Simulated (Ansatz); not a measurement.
Saddle point of SiNH5S, closed shell (SiNH₅S ([NH2][SiH2][SH]) → SiH₂S ([SiH2][S]) + NH₃ (still joined by a long Si–N bond); bonds formed: N2–H4; bonds broken: S3–H4; bonds weakened to dative contacts: Si1–N2), PBE0-D4/def2-TZVP structure:

Si1  (-0.709, -0.491, -0.222)
N2  (0.562, 0.659, 0.430)
S3  (0.676, -1.336, -1.486)
H4  (1.188, -0.091, -0.487)
H5  (-1.813, 0.337, -0.773)
H6  (-1.236, -1.266, 0.931)
H7  (0.468, 1.646, 0.217)
H8  (0.864, 0.542, 1.390)
(Å)

Energies are electronic, without zero-point energy. Barriers and step energies count from the start structure reached by relaxing down the imaginary mode; all methods use the PBE0-D4 structures, on which another method's saddle can fall below an end. Computed with Ansatz 0.2.0 (basis: def2-TZVPP, with def2-QZVPP for the basis limit); correlated methods freeze the cores. B3LYP uses VWN-RPA correlation. Extrapolation: Hartree–Fock as exp(−7.88 √X), correlation as X^−2.97.

```tsv
method	barrier (kcal/mol)	step energy (kcal/mol)
SPW92	18.66	10.49
PBE-D4	22.51	10.50
BLYP-D4	26.19	11.77
r2SCAN-D4	25.17	11.04
B97M-V	?	9.83
PBE0-D4	25.75	11.14
B3LYP-D4	28.58	12.33
r2SCAN0-D4	27.35	11.42
BHLYP-D4	32.63	13.04
CAM-B3LYP-D4	30.15	13.51
wB97X-V	29.97	13.05
wB97M-V	?	12.21
B2PLYP	28.87	12.03
PBE-QIDH	?	11.38
RPA on PBE	29.71	12.78
HF	40.78	13.77
MP2	27.36	11.14
CCSD	31.93	12.66
CCSD(T)	29.54	11.97
```

Problem. Fill in the withheld barriers. (An estimate is asked for; the value comes from the calculation.)

Solution. By the calculation: B97M-V 27.18; PBE-QIDH 27.79; wB97M-V 29.06 kcal/mol. Each is the energy of the saddle less that of the start structure, by the same method.

For comparison, the barrier by CCSD(T) at an estimated basis limit (MP2 extrapolated from triple and quadruple zeta, plus CCSD(T) − MP2 in triple zeta) is 28.82 kcal/mol.

The T1 diagnostic stays at or below 0.012.

Labels in which every atom is bracketed show which atoms are joined, not bond orders.

For scale, one of the runs: CCSD(T)/def2-TZVPP, 185 basis functions (an equivalent command: `ansatz run in.yaml --threads 2`). The run took 33 s on 2 CPU threads (shared host), with 1.7 GiB of host memory at its peak.
